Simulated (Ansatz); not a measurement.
Basis-set series for C$_{2}$H$_{4}$F$_{2}$O, SMILES `CC(O)(F)F`. Charge 0, multiplicity 1. All single points use the PBE0-D4/def2-TZVP geometry. It is one conformer, not always the lowest.

| functional | basis | functions | energy (Eh) | HOMO (eV) | LUMO (eV) |
| --- | --- | --- | --- | --- | --- |
| PBE0-D4 | def2-TZVPP | 211 | -353.34925 | -9.77 | 1.14 |
| PBE0-D4 | def2-QZVPP | 405 | -353.36776 | -9.83 | 0.68 |
| ωB97M-V | def2-TZVPP | 211 | -353.60208 | -12.29 | 2.54 |
| ωB97M-V | def2-QZVPP | 405 | -353.61980 | -12.35 | 1.83 |

(1) Give the rows for def2-SVP. (Estimate.)

## Answers

(1) The calculation gave: 
```
functional     basis  functions  energy (Eh)  HOMO (eV)  LUMO (eV)
   PBE0-D4  def2-SVP         90   -352.92751      -9.56       1.87
   ωB97M-V  def2-SVP         90   -353.16878     -12.05       3.50
```

Positive LUMOs are unbound and depend on the basis.

All numbers were calculated with Ansatz.
